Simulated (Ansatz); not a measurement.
Reaction: C2H5N (N-methylmethanimine, SMILES N(=C)C) → CH3 (SMILES [CH3], doublet) + CH2N (SMILES C=[N], doublet) (the C-N bond breaks)
Each species at its own B3LYP-D3(BJ)/def2-TZVP minimum (Ansatz, an electronic-structure program).

Wanted: bond dissociation energy (electronic), in kJ/mol. Open shells are spin-unrestricted; no spin-orbit coupling. CBS(X,Y): correlation extrapolated as X^-3, Hartree-Fock from the larger set (Q,5: extrapolated as (X+1)exp(-9√X)). A bracket is a step between two methods taken in the basis named. Functionals run without relativity, which enters their misses. '+ core + X2C': CCSD(T) terms for core correlation (cc-pwCVTZ) and scalar relativity (cc-pVTZ-DK). The UHF reference of CH2N (C=[N], doublet) is spin-contaminated (<S^2> up to 0.18 over the pure value in the sets run).

CCSD(T)/CBS(cc-pVQZ,cc-pV5Z) + [CCSDT(Q) - CCSD(T)]/cc-pVDZ + core + X2C (Ansatz) gives 332.0 kJ/mol.

What does PBE/def2-TZVPD (Ansatz) give here, and how do the other levels compare?

PBE gives 330.5 kJ/mol, 1.5 kJ/mol below it. Differences of the others: r2SCAN/def2-TZVPD (Ansatz) -32.5; B3LYP/def2-TZVPD (Ansatz) -25.9; PBE0/def2-TZVPD (Ansatz) -9.8; wB97M-V/def2-TZVPD (Ansatz) 0.4; CCSD(T)/CBS(cc-pVQZ,cc-pV5Z) + core + X2C (Ansatz) 1.6 kJ/mol.
